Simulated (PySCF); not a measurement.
cis-1-chloro-2-fluoroethylene, C2H2ClF.
Geometry (PBE0-D3(BJ)/def2-TZVP, Å), atoms numbered from 1 in this order:
```
atom  x, y, z in Å
F1    -1.1862    1.2523    0.0467
C2    -0.6384    0.0636    0.2607
C3     0.5678   -0.2671   -0.1649
Cl4    1.5836    0.7842   -1.0478
H5    -1.2720   -0.6145    0.8195
H6     0.9656   -1.2506    0.0389
```

Computed with PySCF at wB97X-D/pcSseg-2, non-relativistic, on one gas-phase PBE0-D3(BJ)/def2-TZVP geometry that isn't relaxed in the solvent. The solvent is an IEF-PCM continuum (van der Waals radii × 1.2). The model holds no explicit solvent molecules, cavitation or dispersion.

Gas phase at wB97X-D/pcSseg-2: HOMO -9.34 eV, LUMO 1.72 eV, dipole 2.21 D.

Question: What does the continuum do to the energy, the frontier levels and the dipole at wB97X-D/pcSseg-2 in chloroform?

Answer: 
| solvent | ε | E(solvent) − E(gas) (kcal/mol) | polarisation term (kcal/mol) | distortion of the solute (kcal/mol) | HOMO (eV) | LUMO (eV) | dipole (D) |
| --- | --- | --- | --- | --- | --- | --- | --- |
| chloroform | 4.711 | -2.21 | -2.51 | 0.30 | -9.27 | 1.88 | 2.66 |

Polarisation term: ½ Σ q·V over the induced surface charges. Distortion: the rise of the solute's own energy as its density leaves the gas-phase optimum.

Question: Which radius a makes the point-dipole formula ΔE = −[(ε − 1)/(2ε + 1)]·μ²/a³ give the value in chloroform, with the gas-phase dipole?

Answer: μ = 0.868 au and |ΔE| = 0.00352 Eh give a = 2.24 Å; the farthest nucleus lies 2.05 Å from the centroid of the nuclei. The formula assumes a rigid point dipole at the centre of a sphere.

Question: Give the dipole vector in the frame of the coordinates (D, pointing from negative to positive charge), gas and chloroform.

Answer: Gas (-0.41, -1.95, 0.95), solvent (-0.53, -2.33, 1.16). Its length changes by +20 % and its direction by less than 1°.

The pairwise dispersion term of wB97X-D wasn't added to the energies; at a given geometry it leaves orbitals and properties as they are.
